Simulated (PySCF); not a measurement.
A simulated first-order isotropic EPR spectrum at 9.587 GHz has these lines.

Lines, field (mT) (relative intensity): 327.38 (1), 334.71 (1), 334.86 (1), 342.03 (1), 342.18 (1), 349.36 (1), 349.51 (1), 356.84 (1)

Question: What is g?

Answer: The pattern is symmetric about 342.11 mT, so g = hν/(μB·B0) = 9587/(13.99624 × 342.11) = 2.0022, a shift of -0.1 × 10⁻³ from the free-electron value.

Question: Which couplings and how many nuclei make this pattern?

Answer: The first two lines at either end are about 7.33 mT apart, which is the smallest coupling, and their intensity ratio 1:1 counts the nuclei that share it. In full: a 1:1 doublet of 7.47 mT (209 MHz), from 1 nucleus of spin 1/2; a 1:1:1:1 quartet of 7.33 mT (205 MHz), from 1 nucleus of spin 3/2. Check: Σ 2nI·a is the distance from the first to the last line, 29.45 mT.

Question: The radical has the formula BeH. Propose a structure, and say which nuclei carry the couplings.

Answer: `[BeH]` [radical], numbered [BeH:1] (hydrogens: H2 on Be1). 7.47 mT: 1H at H2 (1 bond from Be1; computed sign +); 7.33 mT: 9Be at Be1 (largest spin population; computed sign −). The largest Mulliken spin populations are on Be1 (+0.90) and H2 (+0.10). Be1 is the only atom above +0.15.

Level of theory: PySCF 2.14.0, UKS B3LYP, def2-TZVP with uncontracted s and p shells and three added tight s functions on Be, pcH-1 on H, non-relativistic, mean-field spin-orbit, GIAO. Isolated species at its PBE0-D3(BJ)/def2-SVP geometry, gas phase.

First-order positions only. To second order lines move to lower field by a²/(2B0)·[J(J+1) − M²], with J the total spin of the equivalent nuclei and M its projection: up to 0.27 mT for the 7.33 mT coupling at this field.

Rare isotopes and splittings under 0.04 mT were left out of the simulation.
